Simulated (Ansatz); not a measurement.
We consider SbSI (Pnma, No. 62), described by LDA in Ansatz (PAW).

Settings: plane-wave cutoff 520 eV, 4×8×4 k mesh (along the axes of the cell as run), Fermi–Dirac smearing 0.01 eV, scalar-relativistic PAW data made under PBE.

Cell (relaxed at this level):

```yaml
crystal:
  lattice:
    - [8.29630, 0.00000, 0.00000]
    - [0.00000, 4.01279, 0.00000]
    - [0.00000, 0.00000, 9.93967]
  atoms:
    - { symbol: Sb, position: [0.62744, 0.75000, 0.37567] }
    - { symbol: Sb, position: [0.37256, 0.25000, 0.62433] }
    - { symbol: Sb, position: [0.87256, 0.25000, 0.87567] }
    - { symbol: Sb, position: [0.12744, 0.75000, 0.12433] }
    - { symbol: S, position: [0.84108, 0.75000, 0.04879] }
    - { symbol: S, position: [0.15892, 0.25000, 0.95121] }
    - { symbol: S, position: [0.65892, 0.25000, 0.54879] }
    - { symbol: S, position: [0.34108, 0.75000, 0.45121] }
    - { symbol: I, position: [0.01132, 0.75000, 0.66923] }
    - { symbol: I, position: [0.98868, 0.25000, 0.33077] }
    - { symbol: I, position: [0.48868, 0.25000, 0.16923] }
    - { symbol: I, position: [0.51132, 0.75000, 0.83077] }
```

Problem. Estimate the band gap and direct gap at Γ that the calculation returns.

Solution. 
- band gap: 1.48 eV (on the SCF k mesh)
- direct gap at Γ: 2.21 eV

Measured, for comparison: band gap 1.88 eV (temperature not stated, not corrected to a static lattice, indirect; as tabulated in Butler et al. (2014), arXiv:1412.6929).

Note: the volume lies 7 % below that of the published cell.

Spin–orbit coupling is not included.

The computed numbers hold no vibrational or temperature effects.

It cost roughly 24 core-minutes of CPU time.

Ansatz is a program for electronic structure.
